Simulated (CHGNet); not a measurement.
## bcc Cs

All values below come from the machine-learned potential CHGNet-r²SCAN (trained on r²SCAN data).

Cell (relaxed at this level):

```yaml
crystal:
  lattice:
    - [-3.23068, 3.23068, 3.23068]
    - [3.23068, -3.23068, 3.23068]
    - [3.23068, 3.23068, -3.23068]
  atoms:
    - { symbol: Cs, position: [0.00000, 0.00000, 0.00000] }
```

* **lattice constant a**: 6.461 Å
* **volume per atom**: 134.88 Å³/atom

Measured, for comparison: lattice constant a 6.039 Å, equilibrium volume per atom 110.12 Å³/atom (low-temperature or extrapolated to 0 K; zero-point anharmonic expansion removed; as tabulated in Csonka et al. (2009), arXiv:0903.4037). Computed (rounded) less measured: lattice constant a +7.0 %, equilibrium volume per atom +22.5 %.

A machine-learned potential is trained on density-functional data: it inherits that level's misses and adds fitting errors of its own.

Note: the model's elastic tensor is not positive definite here; this model's volume lies 19 % above that of the starting cell (a measured, published or database cell).
